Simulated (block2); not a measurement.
# SiNH4F (SMILES N[SiH2]F) at DMRG/STO-6G, part 2 of 2

block2 0.5.4. Earlier steps stand in the parts before.

### Step 3. The distorted shape: a single-point energy at DMRG/STO-6G

The input, block2_dmrg.py:

```python
import numpy as np
from pyscf import cc, dft, gto, mcscf, mp, scf
from pyblock2._pyscf.ao2mo import integrals as itg
from pyblock2.driver.core import DMRGDriver, SymmetryTypes
from scipy.stats import linregress

geom = """
N
Si 1 1.695514
F 2 1.604561 1 114.64596
H 1 1.006283 2 121.95998 3 -77.47342
H 1 1.3082 4 111.83168 2 -157.22686
H 2 1.479364 3 105.83286 1 119.30873
H 2 1.479239 6 114.04763 3 -115.91915
"""
mol = gto.M(
    atom=geom,
    basis="sto-6g",
    verbose=4,
)
print("nao                           : %d" % (mol.nao))
mf = scf.RHF(mol)
mf.conv_tol = 1e-10
mf.max_cycle = 200
mf.kernel()
if not mf.converged:
    mf = mf.newton().run(mf.mo_coeff, mf.mo_occ)
print("E(SCF)                        : %.10f" % (mf.e_tot))
# single-reference ladder for comparison
ref = mf
pt = mp.MP2(ref, frozen=7).run()
mycc = cc.CCSD(ref, frozen=7)
mycc.max_cycle = 150
mycc.kernel()
print(f"E(MP2)                        : {pt.e_tot:.10f}")
if mycc.converged:
    print("E(CCSD)                       : %.10f" % (mycc.e_tot))
    print(f"E(CCSD(T))                    : {mycc.e_tot + mycc.ccsd_t():.10f}")
    print(f"T1 diagnostic                 : {mycc.get_t1_diagnostic():.4f}")
# a few density functionals on the same geometry and basis
ks = dft.RKS(mol, xc="m062x").set(conv_tol=1e-9, verbose=3).run()
if ks.converged:
    print("E(M06-2X)                     : %.8f" % (ks.e_tot))
ks = dft.RKS(mol, xc="bhandhlyp").set(conv_tol=1e-9, verbose=3).run()
if ks.converged:
    print(f"E(BHLYP)                      : {ks.e_tot:.8f}")
ks = dft.RKS(mol, xc="pbe0").set(conv_tol=1e-9, verbose=3).run()
if ks.converged:
    print(f"E(PBE0)                       : {ks.e_tot:.8f}")
ks = dft.RKS(mol, xc="r2scan").set(conv_tol=1e-9, verbose=3).run()
if ks.converged:
    print(f"E(r2SCAN)                     : {ks.e_tot:.8f}")
ks = dft.RKS(mol, xc="m06l").set(conv_tol=1e-9, verbose=3).run()
if ks.converged:
    print(f"E(M06-L)                      : {ks.e_tot:.8f}")
# CCSD natural orbitals
occ_no, mo = mcscf.addons.make_natural_orbitals(cc.CCSD(mf, frozen=7).run())
mf.mo_coeff = mo
ncas, n_elec, spin, ecore, h1e, g2e, orb_sym = itg.get_rhf_integrals(mf, ncore=7, ncas=16, pg_symm=False, g2e_symm=8)
driver = DMRGDriver(scratch="./tmp", symm_type=SymmetryTypes.SU2, stack_mem=1500 << 20, n_threads=1)
driver.initialize_system(n_sites=ncas, n_elec=n_elec, spin=spin, orb_sym=orb_sym)
mpo = driver.get_qc_mpo(h1e=h1e, g2e=g2e, ecore=ecore, iprint=0)
occs = np.array([1.9] * 10 + [0.1] * 6)
ket = driver.get_random_mps(tag="GS", bond_dim=150, nroots=1, occs=occs)
bond_dims = [150] * 4 + [200] * 2
noises = [0.0001] * 4 + [1e-05] * 2 + [0]
thrds = [1e-09] * 6
e = driver.dmrg(mpo, ket, n_sweeps=12, tol=1e-06, bond_dims=bond_dims, noises=noises, thrds=thrds, iprint=1)
ms, dws, es = driver.get_dmrg_results()
print("DW                            : %.3e" % (dws[-1]))
print(f"final energy                  : {e:.10f}")
dm1 = driver.get_1pdm(ket)
print("NOONs                         :", np.round(np.linalg.eigvalsh(dm1)[::-1], 5).tolist())
c_act = mf.mo_coeff[:, 7:23]
dm_ao = c_act @ dm1 @ c_act.T + 2 * mf.mo_coeff[:, :7] @ mf.mo_coeff[:, :7].T
print("dipole / D                    :", np.round(scf.hf.dip_moment(mol, dm_ao, verbose=0), 4).tolist())
print(f"max block entropy             : {max(driver.get_bipartite_entanglement(ket)):.4f}")
csf, coef = driver.get_csf_coefficients(ket, cutoff=0.08, iprint=1)
print("leading coefficient squared   : %.4f" % (np.max(np.abs(coef)) ** 2))
# extrapolation to zero discarded weight
ket = driver.adjust_mps(ket, dot=2)[0]
back = [180, 150, 120, 90]
driver.dmrg(mpo, ket, n_sweeps=4 * len(back), tol=0, bond_dims=[m for m in back for _ in range(4)], noises=[0] * (4 * len(back)), thrds=[1e-9] * (4 * len(back)), iprint=1)
ms, dws, es = driver.get_dmrg_results()
ms, dws, es = ms[3::4], dws[3::4], np.array(es)[3::4, 0]
fit = linregress(dws, es)
print("M values                      :", np.round(ms, 1).tolist())
print("DW(M)                         :", np.round(dws, 12).tolist())
print("E(M)                          :", np.round(es, 9).tolist())
print(f"E(DW -> 0)                    : {fit.intercept:.8f}")
print("error estimate                : %.3e" % (abs(fit.intercept - es.min()) / 5))
```

Started as:

```
$ python block2_dmrg.py
```

The log of the run:

```text
[INPUT] verbose = 4
[INPUT] num. atoms = 7
[INPUT] num. electrons = 34
[INPUT] charge = 0
[INPUT] spin (= nelec alpha-beta = 2S) = 0
[INPUT] symmetry False subgroup None
[INPUT] Mole.unit = angstrom
[INPUT] Symbol           X                Y                Z      unit          X                Y                Z       unit  Magmom
[INPUT]  1 N      0.000000000000   0.000000000000   0.000000000000 AA    0.000000000000   0.000000000000   0.000000000000 Bohr   0.0
[INPUT]  2 Si     1.695514000000   0.000000000000   0.000000000000 AA    3.204057100366   0.000000000000   0.000000000000 Bohr   0.0
[INPUT]  3 F      2.364631990668   0.000000000000   1.458388534406 AA    4.468506847747   0.000000000000   2.755954913233 Bohr   0.0
[INPUT]  4 H     -0.532652549950  -0.833425573463   0.185171678771 AA   -1.006567438956  -1.574946079054   0.349923758902 Bohr   0.0
[INPUT]  5 H     -0.692466754467   1.083462671249   0.240802146935 AA   -1.308572516309   2.047447714850   0.455050107914 Bohr   0.0
[INPUT]  6 H      2.160430969253   1.241057219793  -0.657378911584 AA    4.082622842917   2.345258250324  -1.242266102959 Bohr   0.0
[INPUT]  7 H      2.160451548807  -1.240905591495  -0.657369308552 AA    4.082661732639  -2.344971714367  -1.242247955858 Bohr   0.0

nuclear repulsion = 117.303762778633
number of shells = 15
number of NR pGTOs = 138
number of NR cGTOs = 23
basis = sto-6g
ecp = {}
CPU time:         1.12
nao                           : 23

******** <class 'pyscf.scf.hf.RHF'> ********
method = RHF
initial guess = minao
damping factor = 0
level_shift factor = 0
DIIS = <class 'pyscf.scf.diis.CDIIS'>
diis_start_cycle = 1
diis_space = 8
diis_damp = 0
SCF conv_tol = 1e-10
SCF conv_tol_grad = None
SCF max_cycles = 200
direct_scf = True
direct_scf_tol = 1e-13
chkfile to save SCF result = tmpqybqptli
max_memory 1800 MB (current use 131 MB)
Set gradient conv threshold to 1e-05
Initial guess from minao.
init E= -443.189947081241
  HOMO = -0.280453478915414  LUMO = 0.179001118995216  gap/eV = 12.50240
cycle= 1 E= -443.345588781496  delta_E= -0.156  |g|= 0.408  |ddm|= 2.93
  HOMO = -0.231668302666179  LUMO = 0.397850508172463  gap/eV = 17.13008
cycle= 2 E= -443.420647329747  delta_E= -0.0751  |g|= 0.0933  |ddm|= 0.79
  HOMO = -0.319787080865426  LUMO = 0.382206118369701  gap/eV = 19.10221
cycle= 3 E= -443.424395306786  delta_E= -0.00375  |g|= 0.0269  |ddm|= 0.165
  HOMO = -0.309691456589504  LUMO = 0.394105928421142  gap/eV = 19.15130
cycle= 4 E= -443.424872954585  delta_E= -0.000478  |g|= 0.00694  |ddm|= 0.0666
  HOMO = -0.312848852833625  LUMO = 0.393398761868706  gap/eV = 19.21798
cycle= 5 E= -443.424910440689  delta_E= -3.75e-05  |g|= 0.00143  |ddm|= 0.0216
  HOMO = -0.312500946385218  LUMO = 0.393414743347178  gap/eV = 19.20894
cycle= 6 E= -443.424912251922  delta_E= -1.81e-06  |g|= 0.000284  |ddm|= 0.00507
  HOMO = -0.312571983230616  LUMO = 0.393390421182015  gap/eV = 19.21022
cycle= 7 E= -443.424912342113  delta_E= -9.02e-08  |g|= 0.000107  |ddm|= 0.00101
  HOMO = -0.312569991509189  LUMO = 0.393390536309227  gap/eV = 19.21016
cycle= 8 E= -443.424912357417  delta_E= -1.53e-08  |g|= 1.63e-05  |ddm|= 0.000516
  HOMO = -0.312570363599971  LUMO = 0.393390390502056  gap/eV = 19.21017
cycle= 9 E= -443.424912357703  delta_E= -2.85e-10  |g|= 2.68e-06  |ddm|= 6.76e-05
  HOMO = -0.312570795337013  LUMO = 0.393390364585828  gap/eV = 19.21018
cycle= 10 E= -443.424912357709  delta_E= -6.14e-12  |g|= 5.7e-07  |ddm|= 1.01e-05
  HOMO = -0.312570726552104  LUMO = 0.3933903182863  gap/eV = 19.21018
Extra cycle  E= -443.424912357709  delta_E= -5.68e-13  |g|= 2.55e-07  |ddm|= 1.33e-06
converged SCF energy = -443.424912357709
E(SCF)                        : -443.4249123577

******** <class 'pyscf.mp.mp2.RMP2'> ********
nocc = 10, nmo = 16
frozen orbitals 7
max_memory 1800 MB (current use 145 MB)
E(RMP2) = -443.53113888489  E_corr = -0.106226527180966
E(SCS-RMP2) = -443.541759217222  E_corr = -0.116846859512983
E_corr(same-spin) = -0.0122595843509735
E_corr(oppo-spin) = -0.0939669428299929

******** <class 'pyscf.cc.ccsd.CCSD'> ********
CC2 = 0
CCSD nocc = 10, nmo = 16
frozen orbitals 7
max_cycle = 150
direct = 0
conv_tol = 1e-07
conv_tol_normt = 1e-05
diis_space = 6
diis_start_cycle = 0
diis_start_energy_diff = 1e+09
max_memory 1800 MB (current use 145 MB)
Init t2, MP2 energy = -443.531138886048  E_corr(MP2) -0.106226528338457
Init E_corr(CCSD) = -0.106226528338492
cycle = 1  E_corr(CCSD) = -0.127892327818656  dE = -0.0216657995  norm(t1,t2) = 0.0542937
cycle = 2  E_corr(CCSD) = -0.136649581242262  dE = -0.00875725342  norm(t1,t2) = 0.0194998
cycle = 3  E_corr(CCSD) = -0.140612838484507  dE = -0.00396325724  norm(t1,t2) = 0.00803268
cycle = 4  E_corr(CCSD) = -0.141389623677422  dE = -0.000776785193  norm(t1,t2) = 0.0023077
cycle = 5  E_corr(CCSD) = -0.14138052864948  dE = 9.09502794e-06  norm(t1,t2) = 0.000790751
cycle = 6  E_corr(CCSD) = -0.141385952387359  dE = -5.42373788e-06  norm(t1,t2) = 0.000356978
cycle = 7  E_corr(CCSD) = -0.141386878534296  dE = -9.26146937e-07  norm(t1,t2) = 0.000176449
cycle = 8  E_corr(CCSD) = -0.141386144323449  dE = 7.34210847e-07  norm(t1,t2) = 7.07581e-05
cycle = 9  E_corr(CCSD) = -0.14138565609865  dE = 4.88224799e-07  norm(t1,t2) = 3.02669e-05
cycle = 10  E_corr(CCSD) = -0.141386036049285  dE = -3.79950635e-07  norm(t1,t2) = 1.0784e-05
cycle = 11  E_corr(CCSD) = -0.141386071249475  dE = -3.52001895e-08  norm(t1,t2) = 3.05343e-06
CCSD converged
E(CCSD) = -443.5662984289589  E_corr = -0.1413860712494749
E(MP2)                        : -443.5311388849
E(CCSD)                       : -443.5662984290
CCSD(T) correction = -0.00292368494373567
E(CCSD(T))                    : -443.5692221139
T1 diagnostic                 : 0.0094
radial grids:
    Treutler-Ahlrichs [JCP 102, 346 (1995); DOI:10.1063/1.469408] (M4) radial grids

becke partition: Becke, JCP 88, 2547 (1988); DOI:10.1063/1.454033
pruning grids: <function nwchem_prune at 0xfe3094dba8e0>
grids dens level: 3
symmetrized grids: False
atomic radii adjust function: <function treutler_atomic_radii_adjust at 0xfe3094dba840>
tot grids = 86576
converged SCF energy = -444.610296226159
E(M06-2X)                     : -444.61029623
radial grids:
    Treutler-Ahlrichs [JCP 102, 346 (1995); DOI:10.1063/1.469408] (M4) radial grids

becke partition: Becke, JCP 88, 2547 (1988); DOI:10.1063/1.454033
pruning grids: <function nwchem_prune at 0xfe3094dba8e0>
grids dens level: 3
symmetrized grids: False
atomic radii adjust function: <function treutler_atomic_radii_adjust at 0xfe3094dba840>
tot grids = 86576
converged SCF energy = -444.640152284311
E(BHLYP)                      : -444.64015228
radial grids:
    Treutler-Ahlrichs [JCP 102, 346 (1995); DOI:10.1063/1.469408] (M4) radial grids

becke partition: Becke, JCP 88, 2547 (1988); DOI:10.1063/1.454033
pruning grids: <function nwchem_prune at 0xfe3094dba8e0>
grids dens level: 3
symmetrized grids: False
atomic radii adjust function: <function treutler_atomic_radii_adjust at 0xfe3094dba840>
tot grids = 86576
converged SCF energy = -444.43134730796
E(PBE0)                       : -444.43134731
radial grids:
    Treutler-Ahlrichs [JCP 102, 346 (1995); DOI:10.1063/1.469408] (M4) radial grids

becke partition: Becke, JCP 88, 2547 (1988); DOI:10.1063/1.454033
pruning grids: <function nwchem_prune at 0xfe3094dba8e0>
grids dens level: 3
symmetrized grids: False
atomic radii adjust function: <function treutler_atomic_radii_adjust at 0xfe3094dba840>
tot grids = 86576
converged SCF energy = -444.634902631407
E(r2SCAN)                     : -444.63490263
radial grids:
    Treutler-Ahlrichs [JCP 102, 346 (1995); DOI:10.1063/1.469408] (M4) radial grids

becke partition: Becke, JCP 88, 2547 (1988); DOI:10.1063/1.454033
pruning grids: <function nwchem_prune at 0xfe3094dba8e0>
grids dens level: 3
symmetrized grids: False
atomic radii adjust function: <function treutler_atomic_radii_adjust at 0xfe3094dba840>
tot grids = 86576
converged SCF energy = -444.772286522078
E(M06-L)                      : -444.77228652

******** <class 'pyscf.cc.ccsd.CCSD'> ********
CC2 = 0
CCSD nocc = 10, nmo = 16
frozen orbitals 7
max_cycle = 50
direct = 0
conv_tol = 1e-07
conv_tol_normt = 1e-05
diis_space = 6
diis_start_cycle = 0
diis_start_energy_diff = 1e+09
max_memory 1800 MB (current use 165 MB)
Init t2, MP2 energy = -443.531138886048  E_corr(MP2) -0.106226528338457
Init E_corr(CCSD) = -0.106226528338492
cycle = 1  E_corr(CCSD) = -0.127892327818656  dE = -0.0216657995  norm(t1,t2) = 0.0542937
cycle = 2  E_corr(CCSD) = -0.136649581242262  dE = -0.00875725342  norm(t1,t2) = 0.0194998
cycle = 3  E_corr(CCSD) = -0.140612838484507  dE = -0.00396325724  norm(t1,t2) = 0.00803268
cycle = 4  E_corr(CCSD) = -0.141389623677422  dE = -0.000776785193  norm(t1,t2) = 0.0023077
cycle = 5  E_corr(CCSD) = -0.14138052864948  dE = 9.09502794e-06  norm(t1,t2) = 0.000790751
cycle = 6  E_corr(CCSD) = -0.141385952387359  dE = -5.42373788e-06  norm(t1,t2) = 0.000356978
cycle = 7  E_corr(CCSD) = -0.141386878534296  dE = -9.26146937e-07  norm(t1,t2) = 0.000176449
cycle = 8  E_corr(CCSD) = -0.141386144323449  dE = 7.34210847e-07  norm(t1,t2) = 7.07581e-05
cycle = 9  E_corr(CCSD) = -0.14138565609865  dE = 4.88224799e-07  norm(t1,t2) = 3.02669e-05
cycle = 10  E_corr(CCSD) = -0.141386036049285  dE = -3.79950635e-07  norm(t1,t2) = 1.0784e-05
cycle = 11  E_corr(CCSD) = -0.141386071249475  dE = -3.52001895e-08  norm(t1,t2) = 3.05343e-06
CCSD converged
E(CCSD) = -443.5662984289589  E_corr = -0.1413860712494749
cycle = 1  norm(lambda1,lambda2) = 0.0117504
cycle = 2  norm(lambda1,lambda2) = 0.00292945
cycle = 3  norm(lambda1,lambda2) = 0.00129186
cycle = 4  norm(lambda1,lambda2) = 0.000375179
cycle = 5  norm(lambda1,lambda2) = 0.000111507
cycle = 6  norm(lambda1,lambda2) = 3.83736e-05
cycle = 7  norm(lambda1,lambda2) = 1.2773e-05
cycle = 8  norm(lambda1,lambda2) = 5.33876e-06

Sweep =    0 | Direction =  forward | Bond dimension =  150 | Noise =  1.00e-04 | Dav threshold =  1.00e-09
Time elapsed =      1.294 | E =    -443.5093590232 | DW = 7.54197e-11

Sweep =    1 | Direction = backward | Bond dimension =  150 | Noise =  1.00e-04 | Dav threshold =  1.00e-09
Time elapsed =      7.245 | E =    -443.5620575444 | DE = -5.27e-02 | DW = 2.32113e-07

Sweep =    2 | Direction =  forward | Bond dimension =  150 | Noise =  1.00e-04 | Dav threshold =  1.00e-09
Time elapsed =     22.274 | E =    -443.5673554275 | DE = -5.30e-03 | DW = 1.17973e-04

Sweep =    3 | Direction = backward | Bond dimension =  150 | Noise =  1.00e-04 | Dav threshold =  1.00e-09
Time elapsed =     38.182 | E =    -443.5680699888 | DE = -7.15e-04 | DW = 1.16963e-04

Sweep =    4 | Direction =  forward | Bond dimension =  200 | Noise =  1.00e-05 | Dav threshold =  1.00e-09
Time elapsed =     59.434 | E =    -443.5688826893 | DE = -8.13e-04 | DW = 6.09072e-05

Sweep =    5 | Direction = backward | Bond dimension =  200 | Noise =  1.00e-05 | Dav threshold =  1.00e-09
Time elapsed =     88.702 | E =    -443.5689582084 | DE = -7.55e-05 | DW = 6.43981e-05

Sweep =    6 | Direction =  forward | Bond dimension =  200 | Noise =  0.00e+00 | Dav threshold =  1.00e-07
Time elapsed =    107.964 | E =    -443.5692791279 | DE = -3.21e-04 | DW = 7.58997e-05

Sweep =    7 | Direction = backward | Bond dimension =  200 | Noise =  0.00e+00 | Dav threshold =  1.00e-07
Time elapsed =    126.946 | E =    -443.5692787707 | DE = 3.57e-07 | DW = 7.58030e-05

DW                            : 7.580e-05
final energy                  : -443.5692787707
NOONs                         : [1.99969, 1.99634, 1.99515, 1.99264, 1.98737, 1.98139, 1.97432, 1.97138, 1.97009, 1.94028, 0.06062, 0.03776, 0.02679, 0.02485, 0.02141, 0.0199]
dipole / D                    : [-0.704, -0.1228, -0.1535]
max block entropy             : 0.5520
DTRIE T =      0.002
Number of CSF =          2 (cutoff =      0.08)
Sum of weights of included CSF =    0.931594265812182

CSF          0 2222222222000000  =   -0.952890124295825
CSF          1 2222222220200000  =    0.153605588543089
leading coefficient squared   : 0.9080

Sweep =    0 | Direction =  forward | Bond dimension =  180 | Noise =  0.00e+00 | Dav threshold =  1.00e-09
Time elapsed =     21.624 | E =    -443.5692769479 | DW = 1.07996e-04

Sweep =    1 | Direction = backward | Bond dimension =  180 | Noise =  0.00e+00 | Dav threshold =  1.00e-09
Time elapsed =     41.367 | E =    -443.5692730340 | DE = 3.91e-06 | DW = 1.07030e-04

Sweep =    2 | Direction =  forward | Bond dimension =  180 | Noise =  0.00e+00 | Dav threshold =  1.00e-09
Time elapsed =     60.521 | E =    -443.5692932212 | DE = -2.02e-05 | DW = 1.05959e-04

Sweep =    3 | Direction = backward | Bond dimension =  180 | Noise =  0.00e+00 | Dav threshold =  1.00e-09
Time elapsed =     80.333 | E =    -443.5692927148 | DE = 5.06e-07 | DW = 1.05862e-04

Sweep =    4 | Direction =  forward | Bond dimension =  150 | Noise =  0.00e+00 | Dav threshold =  1.00e-09
Time elapsed =     96.089 | E =    -443.5691344425 | DE = 1.58e-04 | DW = 1.83180e-04

Sweep =    5 | Direction = backward | Bond dimension =  150 | Noise =  0.00e+00 | Dav threshold =  1.00e-09
Time elapsed =    109.525 | E =    -443.5691225563 | DE = 1.19e-05 | DW = 1.79973e-04

Sweep =    6 | Direction =  forward | Bond dimension =  150 | Noise =  0.00e+00 | Dav threshold =  1.00e-09
Time elapsed =    122.681 | E =    -443.5690898538 | DE = 3.27e-05 | DW = 1.61723e-04

Sweep =    7 | Direction = backward | Bond dimension =  150 | Noise =  0.00e+00 | Dav threshold =  1.00e-09
Time elapsed =    135.981 | E =    -443.5690901111 | DE = -2.57e-07 | DW = 1.61710e-04

Sweep =    8 | Direction =  forward | Bond dimension =  120 | Noise =  0.00e+00 | Dav threshold =  1.00e-09
Time elapsed =    146.400 | E =    -443.5687845817 | DE = 3.06e-04 | DW = 2.87041e-04

Sweep =    9 | Direction = backward | Bond dimension =  120 | Noise =  0.00e+00 | Dav threshold =  1.00e-09
Time elapsed =    154.819 | E =    -443.5687141701 | DE = 7.04e-05 | DW = 2.66477e-04

Sweep =   10 | Direction =  forward | Bond dimension =  120 | Noise =  0.00e+00 | Dav threshold =  1.00e-09
Time elapsed =    163.122 | E =    -443.5686799826 | DE = 3.42e-05 | DW = 2.28671e-04

Sweep =   11 | Direction = backward | Bond dimension =  120 | Noise =  0.00e+00 | Dav threshold =  1.00e-09
Time elapsed =    171.551 | E =    -443.5686784124 | DE = 1.57e-06 | DW = 2.27907e-04

Sweep =   12 | Direction =  forward | Bond dimension =   90 | Noise =  0.00e+00 | Dav threshold =  1.00e-09
Time elapsed =    177.958 | E =    -443.5681220099 | DE = 5.56e-04 | DW = 4.23418e-04

Sweep =   13 | Direction = backward | Bond dimension =   90 | Noise =  0.00e+00 | Dav threshold =  1.00e-09
Time elapsed =    182.774 | E =    -443.5679249864 | DE = 1.97e-04 | DW = 3.64887e-04

Sweep =   14 | Direction =  forward | Bond dimension =   90 | Noise =  0.00e+00 | Dav threshold =  1.00e-09
Time elapsed =    187.590 | E =    -443.5679445957 | DE = -1.96e-05 | DW = 3.30212e-04

Sweep =   15 | Direction = backward | Bond dimension =   90 | Noise =  0.00e+00 | Dav threshold =  1.00e-09
Time elapsed =    192.372 | E =    -443.5679391721 | DE = 5.42e-06 | DW = 3.27766e-04

M values                      : [180, 150, 120, 90]
DW(M)                         : [0.000105862335, 0.000161709677, 0.000227906851, 0.000327765844]
E(M)                          : [-443.569292715, -443.569090111, -443.568678412, -443.567939172]
E(DW -> 0)                    : -443.57002971
error estimate                : 1.474e-04
```

Run time: 5.8 min. Hardware: 1 thread of Arm Neoverse N1, shared host; peak memory 0.64 GiB.

### Step 4. Outcome

The summary covers parts 1 to 2.

Level: DMRG/STO-6G, 7 core orbitals frozen.

| quantity | value |
| --- | --- |
| run 1, DMRG/STO-6G: total energy | -443.61087 Eh |
| run 1, DMRG/STO-6G: dipole moment (of the density that the program reports) | 0.83 D |
| run 1, DMRG/STO-6G: T1 diagnostic of the CCSD step | 0.009 |
| distorted shape: total energy | -443.56928 Eh |
| distorted shape: dipole moment (of the density that the program reports) | 0.73 D |
| distorted shape: T1 diagnostic of the CCSD step | 0.009 |
| energy change with the N1–H5 bond stretched from 1.006 to 1.308 Å | 1.132 eV |

In words: With the N1–H5 bond stretched from 1.006 to 1.308 Å the energy rises by 1.13 eV (26 kcal/mol). The first shape isn't relaxed at this level, so the change isn't measured from a minimum. The minimal basis adds a large error of its own.
